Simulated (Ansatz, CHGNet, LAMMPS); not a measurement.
hcp Be, cohesive energy

Reference value: 3.32 eV/atom (measured, 0 K, copied from a table, unchecked, 0 K, 1 atm; zero-point vibration energy not added; as tabulated in Kittel's textbook).

Question: What do Lennard-Jones uff-vdw, CHGNet 0.3.0, LDA, PBE, revPBE, RPBE, PBEsol-D3(BJ), r²SCAN-D4, r²SCAN+rVV10, r²SCAN0, r²SCANh, Hartree–Fock give, and how far is each from the reference?

Answer: 
```tsv
level (code)	value (eV/atom)	cell (Å³/atom)	difference (eV/atom)
Lennard-Jones uff-vdw (LAMMPS)	0.03	13.41	-3.29
CHGNet 0.3.0	3.45	8.09	+0.13
LDA (Ansatz)	4.23	7.55	+0.91
PBE (Ansatz)	3.73	7.91	+0.41
revPBE (Ansatz)	3.47	8.08	+0.15
RPBE (Ansatz)	3.45	8.12	+0.13
PBEsol-D3(BJ) (Ansatz)	4.26	7.48	+0.94
r²SCAN-D4 (Ansatz)	3.84	7.85	+0.52
r²SCAN+rVV10 (Ansatz)	3.89	7.90	+0.57
r²SCAN0 (Ansatz)	3.75	7.87	+0.43
r²SCANh (Ansatz)	3.78	7.89	+0.46
Hartree–Fock (Ansatz)	2.24	8.39	-1.08
```

Leaving aside Lennard-Jones uff-vdw (doubt noted below), CHGNet 0.3.0 (doubt noted below): Once the reference is moved by up to 0.20 eV/atom (a margin picked here for doubts on the reference and the settings, and for temperature and zero-point motion) and values within 0.03 eV/atom count as equal, the nearest can be RPBE (+0.13 eV/atom) or revPBE (+0.15 eV/atom). By the same margin the farthest can be Hartree–Fock (-1.08 eV/atom), PBEsol-D3(BJ) (+0.94 eV/atom) or LDA (+0.91 eV/atom).

Free atoms are spin-polarised, in the lowest state found; at levels without +SOC their spin–orbit coupling is left out. The reference isn't brought to a static lattice, while the calculations are for one, so the differences are not the levels' errors alone.  Lennard-Jones uff-vdw: this is a force field's van der Waals term alone, without bonds or charges. CHGNet 0.3.0: free atoms can lie outside what these potentials were trained on. Each level is taken at its own relaxed cell. Cutoffs and k meshes differ between the levels. Ansatz's density-functional and Hartree–Fock values are scalar-relativistic unless marked +SOC, with PAW data made under PBE.

Machine-learned potentials (CHGNet 0.3.0) are trained on DFT data: a solid inside that data is no test of them.

Differences are worked out from the printed values.

Ansatz is a program for electronic structure.
